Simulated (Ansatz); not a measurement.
Basis-set extrapolation for H2Si, SMILES `[SiH2]` (PBE0-D4/def2-TZVP geometry, frozen core, the Gaussian-basis code of Ansatz). Multiplicity 1, RHF reference.

|  | cc-pV(T+d)Z | cc-pV(Q+d)Z |
| --- | --- | --- |
| HF | -290.031640 | -290.034477 |
| MP2 correlation | -0.109340 | -0.116855 |
| CCSD(T) correlation | -0.140596 | -0.146383 |

Energies in hartree. Use E(X) = E(∞) + A·exp(−5.46·√X) for Hartree–Fock and E(X) = E(∞) + B·X^(−3.05) for correlation, with X = 3 and 4.

Q: What is the CCSD(T) energy at the basis-set limit?

A: HF limit: -290.034477 + (-0.002837) × 0.30130 = -290.03533. Correlation limit: -0.146383 + (-0.005787) × 0.71189 = -0.15050. Total: -290.18583 hartree, 35.7 kJ/mol below CCSD(T)/cc-pV(T+d)Z.
